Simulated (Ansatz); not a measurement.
C2H5FO2 can be A, `CC(O)(O)F`, or B, `COC(O)F`.

Gas-phase electronic energies from Ansatz, PBE0-D4/def2-TZVP geometries. CCSD(T)/CBS is the MP2 limit (def2-TZVPP, def2-QZVPP) plus CCSD(T) − MP2 in def2-TZVPP, frozen cores. Functionals use def2-TZVPP. B3LYP here is the variant with VWN-RPA as its local correlation; programs differ in this. One conformer a species, not always the lowest.

A:

Z-matrix (Å, degrees):
```
C
C 1 1.506
H 1 1.089 2 109.6
H 1 1.090 2 109.9 3 119.7
H 1 1.089 2 109.3 3 -120.0
O 2 1.358 1 110.0 3 56.9
O 2 1.383 1 114.6 3 179.1
F 2 1.397 1 107.7 3 -62.4
H 6 0.965 2 107.5 1 168.3
H 7 0.962 2 108.5 1 68.1
```

B:

```xyz
10

C     1.1884    0.4148   -0.4808
O     0.5397   -0.2623    0.5758
C    -0.7516   -0.6265    0.2776
O    -1.6218    0.4288    0.2320
F    -1.1100   -1.4891    1.2670
H     0.6851    1.3546   -0.7263
H     1.2333   -0.2111   -1.3802
H     2.2015    0.6232   -0.1423
H    -0.8278   -1.1457   -0.6857
H    -1.5367    0.9131    1.0628
```

**Question.** Which is lower in electronic energy at CCSD(T)/CBS, and by how much? (Estimate.)

**Answer.** Computed: A, by 17.9 kcal/mol.

**Question.** Give E(B) − E(A) in kcal/mol with B3LYP, CCSD(T)/def2-TZVPP, B2PLYP, CCSD/def2-TZVPP, PBE0-D4, PBE-D4, HF/def2-TZVPP. (An estimate is asked.)

**Answer.** The calculation gave: B3LYP 15.7, CCSD(T)/def2-TZVPP 17.0, B2PLYP 16.5, CCSD/def2-TZVPP 16.9, PBE0-D4 17.2, PBE-D4 16.7, HF/def2-TZVPP 15.2. None reverses the order clearly.

Largest T1 diagnostic: 0.011.

In def2-TZVPP, CCSD(T) changes the Hartree–Fock value by +1.9 kcal/mol (the triples alone add +0.1 kcal/mol) and MP2 by +2.8 kcal/mol.
